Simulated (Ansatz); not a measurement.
# NH, triplet in aug-cc-pVTZ: errors against UCCSDT(Q)

Geometry: that of the NH⁻, doublet, kept fixed.

```xyz
2

N     0.0000    0.0000    0.0000
H     0.0000    0.0000    1.0366
```

Basis aug-cc-pVTZ; Ansatz 0.2.0. Only valence electrons are correlated (noble-gas cores frozen), which leaves 6 electrons in 68 orbitals. R marks a restricted (for open shells ROHF) determinant, U an unrestricted one. Active spaces: valence = (6e, 5o) chosen from the atoms' valence shells.

Full CI isn't at hand for all of this; UCCSDT(Q) serves as the reference, and is uncertain by about the last step of the cluster series. The frozen core follows each run's orbitals, which can shift R against U totals by a few meV.

```
UHF ⟨S²⟩                          : 2.017
T1 diagnostic (RCCSD)             : 0.0196
largest doubles amplitude (RCCSD) : 0.029
T1 diagnostic (UCCSD)             : 0.0114
```

| level | E − E(RHF) (eV) |
| --- | --- |
| UHF | -0.2129 |
| RMP2 | -4.0211 |
| UMP2 | -4.0092 |
| RCCSD | -4.5166 |
| UCCSD | -4.5223 |
| RCCSD(T) | -4.6347 |
| UCCSD(T) | -4.6367 |

Problem. Estimate how far UCCSDT(Q) in aug-cc-pVTZ lies from RCCSD(T). The table doesn't fix it; the size of (T) and the diagnostics are the guide.

Solution. UCCSDT(Q) in aug-cc-pVTZ lies 0.69 mEh below RCCSD(T), which is 16 % of the (T) step (-4.34 mEh). The diagnostics are small and one determinant leads, so the series closes fast and only a small part of (T) is left.

The other levels:

```csv
level,E − E(UCCSDT(Q)) (mEh),share of correlation (%),wall time
BCCD(T),0.70,99.59,3 s
RCCSDT,0.20,99.88,–
UCCSDT,0.11,99.93,–
RCCSDT(Q),0.09,99.95,78 s
CASSCF (valence space),145.09,15.16,–
NEVPT2 (valence space),25.43,85.13,1.3 s
MRCISD (valence space),6.93,95.95,–
MRCISD+Q (valence space),0.96,99.44,2.4 s
```

The correlation energy at UCCSDT(Q), counted from RHF, is -4.653 eV. That run took 74 s on 1 thread of Arm Neoverse N1, shared host.

Times hold each run's SCF and search for its determinant on a shared host, so for small cases they say little of a method's own cost; they ran on 1 thread of Arm Neoverse N1.

Natural occupations of CASSCF (valence space) about the gap: 1.997 1.975 1.000 1.000 0.028; effectively unpaired electrons, Σ n²(2−n)², 2.01.
